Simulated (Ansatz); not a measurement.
`[BH]`. The species carries charge 0 and has multiplicity 1.

```xyz
2

B     0.5823    0.1588   -0.1445
H    -0.5823   -0.1588    0.1445
```

(1) List the harmonic frequencies (cm⁻¹, unscaled) at PBE0-D4/def2-TZVP in Ansatz. (Estimate.)

(2) Is this a minimum?

(3) Give the ideal-gas thermochemistry at 298.15 K and 1 bar (rigid rotor, harmonic oscillator; point group C∞v, symmetry number 1).

(4) And at 400, 500, 600, 800 and 1000 K?

Results:

(1) Computed: 2329.

(2) Yes, all 1 modes are real.

(3) Zero-point energy 13.9 kJ/mol; H(298) − E = 22.6 kJ/mol; entropy 171.8 J/(mol·K), of which translation 139.7, rotation 32.1, vibration 0.0; G(298) − E = -28.6 kJ/mol.

(4) 
```
T (K)  H − E (kJ/mol)  S (J/mol/K)  G − E (kJ/mol)
  400            25.6        180.3           -46.5
  500            28.5        186.9           -64.9
  600            31.5        192.3           -83.9
  800            37.6        201.1          -123.3
 1000            44.0        208.3          -164.2
```
